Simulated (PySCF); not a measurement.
# SiH4 (silane): SVWN5/STO-3G

Aim: the energy change on altering one bond length of SiH4 (silane) at SVWN5/STO-3G, from 2 runs. Input form: a Python script.

The results are computed with PySCF 2.14.0.

9 further runs of the same task are left out: 9 set aside as unsound or not needed.

### 1 The system as given

SiH4: 5 atoms, total charge 0, spin state singlet. As SMILES, `[SiH4]`. The shape is that of a PBE0-D4/def2-TZVP optimisation.

Bond lengths: Si1–H2 1.485 Å, Si1–H3 1.485 Å, Si1–H4 1.485 Å, Si1–H5 1.485 Å. Angles: H2–Si1–H3 109.5°, H2–Si1–H4 109.5°, H2–Si1–H5 109.5°, H3–Si1–H4 109.5°, H3–Si1–H5 109.5°, H4–Si1–H5 109.5°.

### 2 A single-point energy at SVWN5/STO-3G

The input, calc.py:

```python
from pyscf import gto, dft

mol = gto.M(
    atom=[
    ('Si', (-0.000000, 0.000000, -0.000100)),
    ('H', (0.967600, -0.688400, 0.890900)),
    ('H', (-1.331000, 0.044900, 0.656000)),
    ('H', (-0.105100, -0.740300, -1.282600)),
    ('H', (0.468500, 1.383800, -0.264200)),
],
    charge=0,
    spin=0,
    verbose=3,
    max_memory=1860,
    basis='sto-3g',
)

calc0 = dft.RKS(mol, xc='svwn')
calc0.conv_tol = 1e-10
calc0.grids.level = 5
calc0.kernel()
if not calc0.converged:
    calc0 = calc0.newton().run(calc0.mo_coeff, calc0.mo_occ)

energy = calc0.e_tot
print('E(%s) = %.9f' % ('SVWN5', energy))
```

On the command line:

```bash
$ OMP_NUM_THREADS=1 python calc.py
```

Output:

```text
converged SCF energy = -287.269501515664
E(SVWN5) = -287.269501516
```

It took 1.2 s on 1 thread of Arm Neoverse V1, shared host; peak memory 0.13 GiB.

### 3 The distorted shape, same level

The input, job.py:

```python
from pyscf import gto, dft

system = gto.M(
    atom='''
Si    -0.177090    -0.523067     0.099640
H      1.651409    -1.823954     1.783386
H     -2.692315    -0.438218     1.339489
H     -0.375700    -1.922031    -2.323934
H      0.885337     2.615003    -0.499266
''',
    verbose=3,
    basis='sto-3g',
    spin=0,
    max_memory=1860,
    unit='bohr',
)

mf = dft.RKS(system, xc='svwn')
mf.grids.level = 5
mf.conv_tol = 1e-10
mf.kernel()
if not mf.converged:
    mf = mf.newton().run(mf.mo_coeff, mf.mo_occ)

etot = mf.e_tot
print('Final energy', etot)
```

On the command line:

```bash
$ OMP_NUM_THREADS=1 python job.py
```

Output:

```text
converged SCF energy = -287.235567080237
Final energy -287.23556708023665
```

Wall time 1.4 s (1 thread of Arm Neoverse V1, shared host); peak memory 0.13 GiB.

### 4 Results

Level: SVWN5/STO-3G.

```
                                                          quantity          value
                                         first shape: total energy  -287.26950 Eh
                                        first shape: dipole moment         0.00 D
                                          first shape: HOMO energy       -6.47 eV
                                          first shape: LUMO energy        7.59 eV
                                        first shape: HOMO–LUMO gap       14.06 eV
                                     distorted shape: total energy  -287.23557 Eh
                                    distorted shape: dipole moment         0.18 D
                                      distorted shape: HOMO energy       -5.46 eV
                                      distorted shape: LUMO energy        4.55 eV
                                    distorted shape: HOMO–LUMO gap       10.01 eV
energy change with the Si1–H5 bond stretched from 1.485 to 1.782 Å       0.923 eV
```

With the Si1–H5 bond stretched from 1.485 to 1.782 Å the energy rises by 0.92 eV (21.3 kcal/mol). The first shape isn't relaxed at this level, so the change isn't measured from a minimum. The minimal basis adds a large error of its own. Mulliken charges (distorted shape) run from -0.09 on H5 to +0.34 on Si1; they depend strongly on the basis.
